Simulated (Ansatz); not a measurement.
Si3⁺. The state is a doublet with charge 1. Geometry B3LYP-D4/def2-TZVP; atoms count from 1.

Cartesian coordinates in Å:
```
Si -1.252 0.752 0.910
Si 0.906 0.151 0.514
Si 0.346 -0.903 -1.424
```

Another isomer (doublet) lies 0.47 eV lower at PBE0-D4/def2-TZVP; other spin states weren't run for this one.

(1) Estimate the Mulliken populations from the PBE0/def2-TZVP orbitals of Ansatz.

(2) Where does the spin sit?

(3) And the Mayer bond orders between bonded heavy atoms (over 0.3)?

## Answers

(1) 
```csv
atom,charge (e),spin (α − β)
Si1,0.42,0.23
Si2,0.17,0.54
Si3,0.42,0.23
```
Mulliken values and Mayer orders depend strongly on the basis.

(2) Summed by element: Si 1.00, of 1 unpaired in all. Largest on single atoms: Si2 0.54, Si3 0.23, Si1 0.23.

(3) Si1–Si2 1.44 (2.28 Å); Si2–Si3 1.44 (2.28 Å). Values over 0.3 also appear between atoms too far apart for a bond (Si1–Si3 0.64 at 3.28 Å); they arise where an orbital or an unpaired electron spreads over both atoms.
